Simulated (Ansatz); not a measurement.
**AlGa, singlet in cc-pVDZ: errors against full CI**

Geometry: a point of a stretch scan, not a stationary point.

```xyz
2

Al    0.0000    0.0000    0.0000
Ga    0.0000    0.0000   10.2660
```

Basis cc-pVDZ; Ansatz 0.2.0. Correlated methods freeze the noble-gas cores and the filled d shells of p-block atoms, which leaves 6 electrons in 26 orbitals. R marks a restricted (for open shells ROHF) determinant. No spin–orbit coupling is included, and no scalar relativity.

Full CI is exact within this basis and frozen core; it isn't the basis-set limit.

- UHF ⟨S²⟩: 1.024
- T1 diagnostic (RCCSD): 0.0367
- largest doubles amplitude (RCCSD): 0.880

**Question.** From what is known of these methods and the diagnostics, rank them by the size of their error in total energy against full CI in cc-pVDZ, smallest first (an estimate: the text doesn't fix the numbers).
A. RHF
B. RCCSDTQ
C. RMP2
D. RCCSD
E. CISD

**Answer.** B (0.06 mEh), D (18.59 mEh), C (23.15 mEh), E (45.52 mEh), A (211.43 mEh).

All errors are against full CI in cc-pVDZ. Within each family the higher level lies nearer, as is usual though not guaranteed.

The program itself flagged as in doubt: RCCSDTQ, RCCSD.

The full-CI state has the irrep B1 of C2v, in the program's axes (one component, if the state is degenerate).

Its occupations show that no single determinant describes this state well.

Natural occupations of full CI about the gap: 1.905 1.886 0.744 0.742 0.279 0.275 0.045 0.037 0.011 0.010; effectively unpaired electrons, Σ n²(2−n)², 2.29.
